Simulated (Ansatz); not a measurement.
Basis-set extrapolation for CH₃NO (`NC=O`) (PBE0-D4/def2-TZVP geometry, frozen core, Ansatz 0.2.0). Multiplicity 1, RHF reference.

```
                      def2-TZVPP   def2-QZVPP
                 HF  -169.010009  -169.018017
    MP2 correlation    -0.601275    -0.645820
CCSD(T) correlation    -0.637690    -0.678743
```

Energies in hartree. Use E(X) = E(∞) + A·exp(−7.88·√X) for Hartree–Fock and E(X) = E(∞) + B·X^(−2.97) for correlation, with X = 3 and 4.

Problem. What is the CCSD(T) energy at the basis-set limit?

Solution. HF limit: -169.018017 + (-0.008008) × 0.13774 = -169.01912. Correlation limit: -0.678743 + (-0.041053) × 0.74074 = -0.70915. Total: -169.72827 hartree, 50.6 kcal/mol below CCSD(T)/def2-TZVPP.
